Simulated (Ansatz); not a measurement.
# BH₃NSi radical (SMILES B1[N][SiH2]1): functionals against CCSD(T) at one geometry

The task here is to estimate one member of a computed series from the others.

Computed with Ansatz 0.2.0, Gaussian basis. Level: single points in def2-TZVPP.

Correlated methods freeze the cores. Orbitals are unrestricted.

**Starting geometry**

SMILES `B1[N][SiH2]1`, 6 atoms, charge 0, spin multiplicity 2.

Atoms are counted from 1 here; the program's logs count them from 0.

Bond lengths: B1–N2 1.325 Å, B1–Si3 2.042 Å, B1–H4 1.123 Å, N2–Si3 1.719 Å, Si3–H5 1.481 Å, Si3–H6 1.407 Å. Angles: N2–B1–Si3 56.7°, N2–B1–H4 159.6°, Si3–B1–H4 143.4°, B1–N2–Si3 83.2°, B1–Si3–N2 40.1°, B1–Si3–H5 120.7°, B1–Si3–H6 125.8°, N2–Si3–H5 114.6°, N2–Si3–H6 117.4°, H5–Si3–H6 113.4°.

As a file:

```xyz
6
charge 0, multiplicity 2
B    -0.6433   -1.0275   -0.3486
N     0.6674   -0.9597   -0.1699
Si    0.3230    0.6768    0.2276
H    -1.6589   -1.4697   -0.5320
H     0.7779    1.6653   -0.7770
H     0.5530    1.0839    1.5548
```

Set-up of the first run:

run/in.yaml reads:

```yaml
crystal:
  periodic: [false, false, false]
  atoms:
    - {symbol: B, position_ang: [-0.643300, -1.027500, -0.348600]}
    - {symbol: N, position_ang: [0.667400, -0.959700, -0.169900]}
    - {symbol: Si, position_ang: [0.323000, 0.676800, 0.227600]}
    - {symbol: H, position_ang: [-1.658900, -1.469700, -0.532000]}
    - {symbol: H, position_ang: [0.777900, 1.665300, -0.777000]}
    - {symbol: H, position_ang: [0.553000, 1.083900, 1.554800]}
basis:
  gaussian: {orbitals: def2-TZVPP}
magnetization: {spin_polarized: true, initial_magnetization: 1}
correlation: {method: ccsd_t}
scf: {omitted_lower_state_checks: [cluster_reference]}
output: {forces: true}
```

The command line of these runs was not kept.

Among the steps run: CCSD(T)/def2-TZVPP; PBE0-D4/def2-TZVPP; wB97M-V/def2-TZVPP; r2SCAN-D4/def2-TZVPP; PBE-D4/def2-TZVPP; LC-wPBE/def2-TZVPP; HSE06-D4/def2-TZVPP.

One of the session's tables, all rows but one given; the rest of the session is left out.

```
   method  RMS force component (eV/Å)  angle to CCSD(T) forces (°)  dipole (D)
  CCSD(T)                       0.726                    reference        1.53
  PBE0-D4                       0.857                         16.5        1.59
  wB97M-V                       0.822                         17.6        1.67
r2SCAN-D4                       0.807                         12.5        1.53
   PBE-D4                           ?                            ?           ?
  LC-wPBE                       0.947                         23.9        1.74
 HSE06-D4                       0.854                         16.2        1.59
```

Estimate the missing values for PBE-D4.

As computed: RMS force component (eV/Å): 0.796; angle to CCSD(T) forces (°): 9.4; dipole (D): 1.46. In the column «RMS force component (eV/Å)» it lies between CCSD(T) (0.726) and r2SCAN-D4 (0.807).
